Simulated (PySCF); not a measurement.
# ClH2⁻ with other numerical set-ups

Aim: see how much the energy and properties of ClH2⁻ depend on the numerical set-up.

Method: method and basis as typed in the scripts; program: PySCF 2.14.0.

### Step 1. Where the work starts

ClH2⁻: 3 atoms, charge -1, spin multiplicity 1.

Bond lengths: Cl1–H3 1.370 Å.

As a file:

```
Cl    0.0000    0.0000   -0.0231
H     0.0000    0.0000    2.1939
H     0.0000    0.0000   -1.3928
```

### Step 2. Base script

Input file input.py:

```python
from pyscf import gto, scf

mol = gto.M(
    atom='Cl 0 0 -0.0231; H 0 0 2.1939; H 0 0 -1.3928',
    basis='sto-3g',
    charge=-1,
    spin=0,
    verbose=3,
)
mf = scf.UHF(mol)
mf.kernel()
mf.dip_moment()
print('orbital energies (hartree):', [e[max(0, n-3):n+3].round(4) for e, n in zip(mf.mo_energy, mol.nelec)])
```

Command:

```
> OMP_NUM_THREADS=1 python input.py
```

Its log is not repeated here.

It gives: E(SCF) = -455.306506 Eh.

The dipole of an ion depends on the origin.

### Step 3. 6-31+g*

Run 1 changes basis set: sto-3g → 6-31+g*.

Input file input.py:

```python
from pyscf import gto, scf

mol = gto.M(
    atom='Cl 0 0 -0.0231; H 0 0 2.1939; H 0 0 -1.3928',
    basis='6-31+g*',
    charge=-1,
    spin=0,
    verbose=3,
)
mf = scf.UHF(mol)
mf.kernel()
mf.dip_moment()
print('orbital energies (hartree):', [e[max(0, n-3):n+3].round(4) for e, n in zip(mf.mo_energy, mol.nelec)])
```

Command:

```
> OMP_NUM_THREADS=1 python input.py
```

### Step 4. 6-311++g**

Run 2 changes basis set: sto-3g → 6-311++g**.

input.py, as its differences from that of step 2:

```diff
@@ -4,3 +4,3 @@
     atom='Cl 0 0 -0.0231; H 0 0 2.1939; H 0 0 -1.3928',
-    basis='sto-3g',
+    basis='6-311++g**',
     charge=-1,
```

Q: Predict the outcome of this session. Wanted: for each run, E(SCF); from base; gap.

As calculated:

```csv
run,E(SCF) (hartree),from base (eV),gap (eV),functions
base,-455.306506,0,10.11,11
6-31+g*,-460.507516,-141.5267,7.12,26
6-311++g**,-460.563204,-143.0420,5.49,44
```

In words: The highest filled level of this anion is positive: the basis lacks diffuse functions or the electron is not bound, so these numbers hang on the basis. Of the runs whose energies can be compared, “6-311++g**” moves the SCF energy most (-143.042 eV). 6-31+g* (26 functions) gives an energy 141.53 eV lower than sto-3g (11). 6-311++g** (44 functions) gives an energy 143.04 eV lower than sto-3g (11).
